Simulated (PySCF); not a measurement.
Compound: C₆H₈.
SMILES: `C1[C@H]2C[C@H]3[C@@H]1[C@@H]23`

The closed-shell ground state was solved at several levels (PySCF, density fitting, gas phase, non-relativistic). Isolated species at its GFN2-xTB geometry, gas phase.

| level | basis functions | total energy (Eh) | HOMO (eV) | LUMO (eV) | gap (eV) | dipole (D) |
| --- | --- | --- | --- | --- | --- | --- |
| wB97X-D/def2-SVPD | 184 | -233.1203 | -8.99 | 2.58 | 11.57 | 0.23 |
| B3LYP/pcJ-1 | 242 | -233.3585 | -6.88 | 1.48 | 8.36 | 0.26 |

(1) Estimate the row for PBE0/pcSseg-1, a basis of 142 functions; the other rows only guide the guess.

(2) Over all these levels, which gives the widest orbital gap and which the narrowest?

(3) How far do the dipole and the HOMO energy spread over the levels?

Answers

(1) Total energy -233.0434 Eh, HOMO -7.12 eV, LUMO 1.77 eV, gap 8.89 eV, dipole 0.25 D.

(2) wB97X-D/def2-SVPD (range-separated hybrid) has the widest, 11.57 eV, and B3LYP/pcJ-1 (global hybrid, 20 % exact exchange) the narrowest, 8.36 eV. Functional and basis both differ between the two, so the spread mixes both effects.

(3) The dipole runs from 0.23 to 0.26 D (mean 0.25 D) and the HOMO from -8.99 to -6.88 eV.

wB97X-D is run here without its empirical dispersion term; that term would change no orbital, density or response property at a fixed geometry.
